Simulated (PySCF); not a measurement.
Beryllium: a sound run and one with changed settings

Sound run: Be [He] 2s2, Be⁺ [He] 2s1. All numbers are calculated (PySCF 2.14, the spin-free X2C one-electron Hamiltonian (Gaussian nucleus), in jorge-DZP-DKH). In the sound run the correlated levels freeze 1s2. The sound run starts from symmetry-adapted Hartree-Fock orbitals and uses a fine grid where one is needed.

Changed run: basis STO-3G, all-electron and non-relativistic. This setting is unsound on purpose.

| species | method | sound run (hartree) | changed run (hartree) | converged |
| --- | --- | --- | --- | --- |
| Be | UHF | -14.57420 | -14.35188 | yes |
| Be | M06-L | -14.66300 | -14.43061 | yes |
| Be | r2SCAN | -14.64968 | -14.42482 | yes |
| Be | MP2 | -14.59991 | -14.37567 | yes |
| Be | CCSD(T) | -14.61944 | -14.40333 | yes |
| Be⁺ | UHF | -14.27885 | -14.09784 | yes |
| Be⁺ | M06-L | -14.33624 | -14.13891 | yes |
| Be⁺ | r2SCAN | -14.32678 | -14.14147 | yes |

Ionisation energy of Be:

```
 method  sound run (eV)  changed run (eV)
    UHF           8.037             6.913
  M06-L           8.892             7.937
 r2SCAN           8.786             7.710
    MP2           8.737             7.560
SCS-MP2           8.876             7.690
   CCSD           9.268             8.313
CCSD(T)           9.268             8.313
  CCSDT           9.268             8.313
    FCI           9.268             8.313
```

A minimal basis cannot let orbitals breathe on ionisation and holds almost no correlation. The Hamiltonian changed with the basis, so the totals do not compare.

For comparison, NIST gives 9.323 eV between the lowest levels.
